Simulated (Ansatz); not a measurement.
Start from MgO in the rock salt structure (space group Fm-3m, No. 225).

```yaml
crystal:
  lattice:
    - [0.00000, 2.10706, 2.10706]
    - [2.10706, 0.00000, 2.10706]
    - [2.10706, 2.10706, 0.00000]
  atoms:
    - { symbol: O, position: [0.00000, 0.00000, 0.00000] }
    - { symbol: Mg, position: [0.50000, 0.50000, 0.50000] }
```

Level of theory: plane-wave PAW DFT at the PBEsol level (Ansatz, a program for electronic structure, 420 eV), no spin-orbit coupling.

```tsv
level	band gap	lattice parameter a
PBEsol	4.62 eV	4.214 Å
```

### Question
From these computed values, estimate the measured ones, and say how each level misses.

### Answer
Measured: band gap 8.36 eV (static lattice; corrected from measurement; as listed in Wei Chen et al., Physical Review Materials (2018)); lattice parameter a 4.189 Å (static lattice; corrected from measurement; as listed in Daniel Mejia-Rodriguez, S. B. Trickey, Phys. Rev. B (2018)). Computed minus measured — band gap: PBEsol -3.74 eV; lattice parameter a: PBEsol +0.6 %. A measured gap can be an optical one, lowered by exciton binding.

No phonon test of stability was made.
